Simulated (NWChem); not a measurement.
## Basis-set dependence for oxygen (O2)

```
O
O 1 1.2000
```
Charge 0, spin multiplicity 3.

All runs are NWChem calculations. Structure: optimised with UB3LYP/def2-SVP, a minimum by its harmonic frequencies.

Hartree-Fock energies in Ha, correlation energies in mHa.

The correlated methods keep 2 core orbitals frozen. The unpaired electrons of the parent sit in orbitals of symmetry b2g and b3g (D2h labels of the run); other states weren't searched. No SCF solution was tested for a lower state. Open-shell Hartree-Fock references start from PBE0 orbitals. No row is a measurement; the coupled-cluster row has its own basis-set and correlation limits.

```json
[
 {"basis": "3-21G", "functions": "18", "UHF": "-148.76672", "UMP2": "-235.3", "SCS-UMP2": "-214.6", "CCSD on ROHF": "-242.3", "CCSD[T] on ROHF": "-250.0", "CCSD(T) on ROHF": "-249.8", "CCSD on UHF": "-229.5", "CCSD[T] on UHF": "-236.8", "CCSD(T) on UHF": "-236.1", "CCSDT on ROHF": "-249.5", "URI-MP2": "not run"},
 {"basis": "cc-pVDZ", "functions": "28", "UHF": "-149.62900", "UMP2": "-342.9", "SCS-UMP2": "-320.5", "CCSD on ROHF": "-365.3", "CCSD[T] on ROHF": "-376.0", "CCSD(T) on ROHF": "-376.1", "CCSD on UHF": "-347.0", "CCSD[T] on UHF": "-357.1", "CCSD(T) on UHF": "-356.5", "CCSDT on ROHF": "-376.0", "URI-MP2": "-343.1"},
 {"basis": "cc-pVTZ", "functions": "60", "UHF": "-149.67639", "UMP2": "-433.0", "SCS-UMP2": "-411.0", "CCSD on ROHF": "-455.8", "CCSD[T] on ROHF": "-475.2", "CCSD(T) on ROHF": "-475.2", "CCSD on UHF": "-434.9", "CCSD[T] on UHF": "-453.4", "CCSD(T) on UHF": "-452.4", "CCSDT on ROHF": "not run", "URI-MP2": "-433.1"},
 {"basis": "cc-pVQZ", "functions": "110", "UHF": "-149.68865", "UMP2": "-466.3", "SCS-UMP2": "-446.5", "CCSD on ROHF": "not run", "CCSD[T] on ROHF": "not run", "CCSD(T) on ROHF": "not run", "CCSD on UHF": "not run", "CCSD[T] on UHF": "not run", "CCSD(T) on UHF": "not run", "CCSDT on ROHF": "not run", "URI-MP2": "-466.3"}
]
```

From cc-pVTZ to cc-pVQZ the Hartree-Fock energy moves by -12.3 mHa and the UMP2 correlation energy by -33.3 mHa, which is 7 % of its value in the larger set.
